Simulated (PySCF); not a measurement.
# LiS−: from the state search to spectroscopic constants

Aim: find the lowest electronic state of LiS−, scan its bond at several levels of theory, and get bond length, wavenumber and dissociation energy from each curve.

The runs use PySCF 2.14.0; Li def2-SVPD, S def2-SVPD, no relativity.

2 further runs of the same task are left out: 2 set aside as unsound or not needed.

**1. Set-up**

A driver script around PySCF takes these settings:

```
atoms                         : Li, S
charge                        : -1
basis                         : Li def2-SVPD, S def2-SVPD
Hamiltonian                   : no relativity
basis functions               : 39
electrons treated             : 20
masses in u                   : 7.0160, 31.9721
levels                        : PBE0, PBE, r²SCAN, MN15, r²SCANh, M06-2X, HF, MP2, SCS-MP2, CCSD, CCSD(T)
grid                          : 80 radial by 434 angular points
occupations                   : held fixed by the projection of orbital angular momentum
dissociation limit            : Li + S−, each in its ground configuration
starting distance in angstrom : 2.370
values of 2S to try           : 0, 2
```

Run with:

```sh
> OMP_NUM_THREADS=1 python dia.py task.json out
```

The runs that follow: PBE0 along the bond; Excited determinants; PBE (GGA); r²SCAN (meta-GGA); MN15; r²SCANh; M06-2X (hybrid meta-GGA); RHF (mean field); Adding correlation.

Before running it: what results should come out? Wanted: for each run, Re; ωe; De; μ.

As calculated:

Lowest PBE0 solution found, without spin–orbit coupling: ¹Σ⁺ (singlet), closed shell. State 2 has its PBE0 minimum 1.13 eV higher. The other levels ran on the lowest alone.

| level | Re (Å) | ωe (cm⁻¹) | De (eV) | μ (D) |
| --- | --- | --- | --- | --- |
| RHF | 2.072 | 673 | 1.06 | -6.84 |
| RHF-MP2 | 2.110 | 610 | 2.28 | n/a |
| RHF-SCS-MP2 | 2.107 | 614 | 2.19 | n/a |
| RHF-CCSD | 2.096 | 629 | 2.06 | n/a |
| RHF-CCSD(T) | 2.114 | 601 | 2.20 | n/a |
| PBE | 2.087 | 619 | 2.48 | -4.44 |
| r²SCAN | 2.087 | 631 | 2.41 | -5.10 |
| r²SCANh | 2.080 | 640 | 2.36 | -5.41 |
| PBE0 | 2.068 | 650 | 2.30 | -5.48 |
| MN15 | 2.078 | 631 | 2.82 | -5.56 |
| M06-2X | 2.060 | 665 | 2.49 | -5.85 |

De is counted to Li + S− in their ground configurations. A positive dipole points from Li to S; in an ion it is taken about the centre of mass and does not tell which atom is negative.

The methods spread over 0.054 Å in bond length, from M06-2X to RHF-CCSD(T). Of the levels with a De here, RHF gives the least (1.06 eV) and MN15 the most (2.82 eV).

Correlated steps freeze 5 core orbitals. T1 is 0.032 near the minimum (highest on the curve 0.043), which may point to more than one leading configuration. With some functionals the highest level of the anion is positive, from self-interaction error or because the anion is truly unbound there; the finite basis then holds the extra electron, and no neutral molecule was run to test the binding.
